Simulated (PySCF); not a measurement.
## Molecular orbitals of MgB

PBE at R = 2.391 Å; basis Mg 6-311G(d,p), B 6-311G(d,p); no relativity; PySCF 2.14. State: ²Π (doublet), unpaired electrons π ↑. Only the outer orbitals are listed, counted within each symmetry.

```csv
spin,orbital,occ.,ε (eV),on Mg (%),main shells (%)
α,1π,1,-47.09,100,100 Mg p
α,1π,1,-47.06,100,100 Mg p
α,4σ,1,-47.03,100,100 Mg p
α,5σ,1,-9.62,14,"84 B s, 9 Mg s"
α,6σ,1,-5.07,57,"56 Mg s, 33 B p, 10 B s"
α,2π,1,-3.84,16,"84 B p, 14 Mg p"
α,2π,0,-3.46,20,"80 B p, 18 Mg p"
α,7σ,0,-3.03,57,"42 B p, 31 Mg s, 25 Mg p"
α,3π,0,-1.03,88,"87 Mg p, 12 B p"
β,1π,1,-47.10,100,100 Mg p
β,1π,1,-47.06,100,100 Mg p
β,4σ,1,-47.05,100,100 Mg p
β,5σ,1,-8.68,20,"78 B s, 14 Mg s"
β,6σ,1,-4.82,74,"66 Mg s, 15 B p, 12 B s"
β,2π,0,-3.14,26,"74 B p, 25 Mg p"
β,7σ,0,-2.80,39,"58 B p, 27 Mg p, 11 Mg s"
β,2π,0,-2.35,47,"53 B p, 46 Mg p"
```

Task: Which are the highest filled and the lowest empty level, where do they sit, and how wide is the gap?

Result: Highest filled α 2π at -3.84 eV (in %: 84 B p, 14 Mg p); lowest empty α 2π at -3.46 eV (in %: 80 B p, 18 Mg p); the gap at PBE is 0.38 eV. Both belong to one degenerate shell, split only by its one-sided filling, so this is no excitation gap.

- bond order (Mayer): 1.25
- ⟨S²⟩: 0.830
- charge on Mg (Mulliken, basis-dependent): 0.19
- charge on Mg (Löwdin, basis-dependent): 0.05
- dipole moment (positive dipole means Mg(−)B(+)): -2.21 D
- polarisability along the bond: 131.8 bohr³
- polarisability across the bond: 70.4 bohr³

The state was picked by a PBE0 search and need not be the measured ground state.
